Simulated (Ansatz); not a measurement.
# AlHO₂: one species, many methods

The task here is to estimate one member of a computed series from the others.

Method: functionals in def2-TZVPP, the program's frozen cores in correlated methods; program: Ansatz 0.2.0, Gaussian basis.

Plan: LDA (SPW92), PBE-D4, revPBE-D4, BLYP-D4, r2SCAN-D4, B97M-V, PBE0-D4, B3LYP-D4, r2SCANh-D4, r2SCAN0-D4, HSE06-D4, BHLYP-D4, CAM-B3LYP-D4, LC-ωPBE, ωB97X-V, ωB97M-V, B2PLYP, PBE-QIDH; CCSD(T)/def2-SVP; CCSD(T)/def2-TZVPP; CCSD(T)/def2-QZVPP; extrapolation to the limit; RPA on PBE.

## The geometry

An earlier PBE0-D4 in a triple-zeta def2 set relaxation fixed the geometry.

SMILES `[O]=[Al][OH]`, 4 atoms, charge 0, spin multiplicity 1.

Atoms are counted from 1 here; the program's logs count them from 0.

Bond lengths: O1–Al2 1.595 Å, Al2–O3 1.666 Å, O3–H4 0.954 Å. Angles: O1–Al2–O3 177.4°, Al2–O3–H4 132.2°.

Set-up of the first run:

Contents of in.yaml:

```yaml
crystal:
  periodic: [false, false, false]
  atoms:
    - {symbol: O, position_ang: [-1.634135, -1.286561, -0.719198]}
    - {symbol: Al, position_ang: [-0.415858, -0.428866, -0.149207]}
    - {symbol: O, position_ang: [0.880153, 0.405964, 0.483021]}
    - {symbol: H, position_ang: [1.169839, 1.309462, 0.385384]}
basis:
  gaussian: {orbitals: def2-TZVPP}
hamiltonian: {xc: lda}
output: {orbitals: {seedname: orbitals}}
```

Run with:

```console
> ansatz run in.yaml --threads 4 --pin off --events-out ev --progress --plain --max-ram 10444MiB
```

Steps of the session up to this table: LDA; PBE-D4 (GGA); revPBE-D4 (GGA); BLYP-D4 (GGA); r2SCAN-D4 (meta-GGA); B97M-V (meta-GGA); PBE0-D4 (hybrid); B3LYP-D4 (hybrid); r2SCANh-D4 (hybrid); r2SCAN0-D4 (hybrid); HSE06-D4 (hybrid); BHLYP-D4 (hybrid); CAM-B3LYP-D4 (range-separated); LC-ωPBE (range-separated); ωB97X-V (range-separated); ωB97M-V (range-separated); B2PLYP (double hybrid); PBE-QIDH (double hybrid).

One of the session's tables, all rows but one given; the rest of the session is left out.

It belongs to the step «Orbital energies across the functionals». 

| functional | HOMO (eV) | LUMO (eV) | gap (eV) |
| --- | --- | --- | --- |
| LDA (SPW92) | -6.37 | -3.39 | 2.98 |
| PBE-D4 | -6.15 | -3.15 | 3.01 |
| revPBE-D4 | -6.07 | -3.02 | 3.05 |
| BLYP-D4 | ? | ? | ? |
| r2SCAN-D4 | -6.37 | -2.78 | 3.59 |
| B97M-V | -6.34 | -2.97 | 3.37 |
| PBE0-D4 | -7.51 | -2.29 | 5.23 |
| B3LYP-D4 | -7.30 | -2.61 | 4.69 |
| r2SCANh-D4 | -6.89 | -2.49 | 4.41 |
| r2SCAN0-D4 | -7.69 | -2.07 | 5.62 |
| HSE06-D4 | -7.11 | -2.66 | 4.45 |
| BHLYP-D4 | -8.83 | -1.55 | 7.28 |
| CAM-B3LYP-D4 | -8.97 | -1.40 | 7.57 |
| LC-ωPBE | -10.29 | -0.10 | 10.20 |
| ωB97X-V | -9.94 | -0.28 | 9.66 |
| ωB97M-V | -9.91 | -0.52 | 9.39 |

Q: Estimate the row for BLYP-D4 from the others.

Worked estimate for «HOMO (eV)». Against the share of exact exchange, B3LYP-D4 (0.2, -7.30), BHLYP-D4 (0.5, -8.83) give a slope of -5.10 per unit share; at 0 the line stands at -6.28.

**Answer.** HOMO (eV): -6.04; LUMO (eV): -3.12; gap (eV): 2.92. In «HOMO (eV)» the line misses by -0.24.
